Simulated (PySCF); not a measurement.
## Gas-phase XPS of acrylamide, computed

Species: acrylamide, C3H5NO.
Structure used (PBE0-D3(BJ)/def2-SVP), in Å, numbered top down from 1:
```xyz
10
C3H5NO angstrom
C     -1.6062   -0.4737    0.6777
C     -0.5287   -0.4752   -0.1075
C      0.5692    0.5131    0.1244
N      1.6136    0.4126   -0.7429
O      0.5321    1.3435    1.0103
H     -1.6712    0.2568    1.4896
H     -2.4282   -1.1787    0.5349
H     -0.4292   -1.1923   -0.9298
H      1.6705   -0.3140   -1.4404
H      2.4028    1.0313   -0.6119
```

The calculation used delta-SCF UKS SCAN, pcX-2 on the ionised atom, pcseg-1 elsewhere, spin-free X2C (PySCF 2.14.0). These are vertical core ionisation energies against the vacuum level, from separate self-consistent calculations with and without the core hole.

Problem. Give the core binding energies atom by atom.

Solution. 
```json
{"atom(s)": "C1", "environment": "terminal =CH2 carbon", "level": "C 1s", "binding energy (eV)": "290.76", "above the level's lowest (eV)": "0.00", "count": "1"}
{"atom(s)": "C2", "environment": "alkene CH carbon", "level": "C 1s", "binding energy (eV)": "290.98", "above the level's lowest (eV)": "+0.22", "count": "1"}
{"atom(s)": "C3", "environment": "amide carbonyl carbon", "level": "C 1s", "binding energy (eV)": "293.87", "above the level's lowest (eV)": "+3.11", "count": "1"}
{"atom(s)": "N4", "environment": "amide nitrogen", "level": "N 1s", "binding energy (eV)": "406.04", "above the level's lowest (eV)": "0.00", "count": "1"}
{"atom(s)": "O5", "environment": "amide oxygen", "level": "O 1s", "binding energy (eV)": "536.82", "above the level's lowest (eV)": "0.00", "count": "1"}
```

The listed C 1s values span 3.11 eV, from C1 (bonded to C (double bond) and 2 H) to C3 (bonded to O (double bond), N and C). Summing the Pauling electronegativity differences to the bonded atoms, each weighted by its formal bond order, gives -0.70 for the lowest site and +2.27 for the highest; no listed site has a larger sum than the highest.

Problem. Which photon wavelength matches the N 1s of N4 threshold?

Solution. λ = hc/E = 12398.42 eV Å / 406.04 eV = 30.535 Å.

Problem. Express the binding energy of N 1s of N4 in atomic units and per mole.

Solution. 406.04 eV = 14.9217 Eh = 39177 kJ/mol.

One conformer (not necessarily the lowest) at the PBE0-D3(BJ)/def2-SVP geometry, without solvent, vibrations or thermal averaging.

Hardware: an Arm Neoverse V1 with one thread, on a shared host. Cost: 30 s, 0.41 GiB resident at most.
